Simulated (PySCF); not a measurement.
Does the answer move with the share of exact exchange?

Thietane, C₃H₆S.
SMILES: `C1CSC1`

PySCF, def2-SVPD basis, density fitting, gas phase, PBE0-D3(BJ)/def2-SVP geometry; singlet excitations by full TDDFT with frozen cores, triplets by Tamm–Dancoff TDDFT and ionisation energies by ΔSCF, from the lowest of the holes tried. One functional is left out:

| functional | exact exchange (%) | HOMO energy (eV) | LUMO energy (eV) | lowest singlet excitation (eV) | lowest triplet excitation (eV) | dipole moment (D) | mean polarisability (au) | vertical ionisation energy (eV) |
| --- | --- | --- | --- | --- | --- | --- | --- | --- |
| LDA | 0 | -5.19 | -1.11 | 4.27 | 3.90 | 1.960 | 57.5 | 8.64 |
| PBE | 0 | -5.12 | -0.97 | 4.31 | 3.86 | 1.943 | 57.0 | 8.49 |
| PBE0 | 25 | -6.33 | -0.05 | 4.57 | 4.06 | 2.019 | 55.2 | 8.59 |
| BHandHLYP | 50 | -7.43 | 0.75 | 4.72 | 4.23 | 2.036 | 54.3 | 8.53 |

Question: Predict the row of B3LYP (20 % exact exchange) by straight lines through the other rows, and check it.

Answer: 
| property | line | computed | computed − line | PBE0 (25 %), for comparison |
| --- | --- | --- | --- | --- |
| HOMO energy (eV) | -6.07 | -6.11 | -0.04 | -6.33 |
| LUMO energy (eV) | -0.30 | -0.30 | 0.00 | -0.05 |
| lowest singlet excitation (eV) | 4.48 | 4.48 | 0.00 | 4.57 |
| lowest triplet excitation (eV) | 4.02 | 4.04 | +0.02 | 4.06 |
| dipole moment (D) | 1.992 | 1.962 | -0.030 | 2.019 |
| mean polarisability (au) | 55.9 | 55.9 | 0.0 | 55.2 |
| vertical ionisation energy (eV) | 8.56 | 8.63 | +0.07 | 8.59 |

Question: Which of these properties follows the share of exact exchange most closely, and which least?

Answer: Most closely the HOMO energy, least the vertical ionisation energy; the correlations over the tabulated rows are HOMO energy -1.000, LUMO energy 0.996, lowest triplet excitation 0.995, lowest singlet excitation 0.986, mean polarisability -0.973, dipole moment 0.949, vertical ionisation energy -0.198. The HOMO energy moves by -0.456 eV for every 10 %. Functionals with the same share still differ in their other parts: at 0 % LDA and PBE differ by 0.07 eV in it.
